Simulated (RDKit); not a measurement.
A run for RDKit: MMFF94 on H4S2 (a complex).

```python
from rdkit import Chem
from rdkit.Chem import AllChem, rdDetermineBonds

blocks = [
'''3

S    -2.03099600    0.10323300   -0.00078200
H    -1.93402000   -0.81846200    0.96967600
H    -1.94045000   -0.83661600   -0.95429900
''',
'''3

S     2.07983800   -0.08511200    0.00018100
H     2.33915400    1.23101900   -0.00221400
H     0.75384800    0.13412100   -0.00353700
''',
]
mol = None
for b in blocks:
    f = Chem.MolFromXYZBlock(b)
    rdDetermineBonds.DetermineBonds(f, charge=0)
    mol = f if mol is None else Chem.CombineMols(mol, f)
Chem.SanitizeMol(mol)
print(Chem.MolToSmiles(Chem.RemoveHs(mol)))
ff = AllChem.MMFFGetMoleculeForceField(mol, AllChem.MMFFGetMoleculeProperties(mol), nonBondedThresh=100.0, ignoreInterfragInteractions=False)
e = ff.CalcEnergy()
print(f'MMFF94 energy {e:.6f} kcal/mol')
```

Output:

```
S.S
MMFF94 energy -0.883079 kcal/mol
```

The run finished.

Cost: very roughly 0.04 core-seconds.
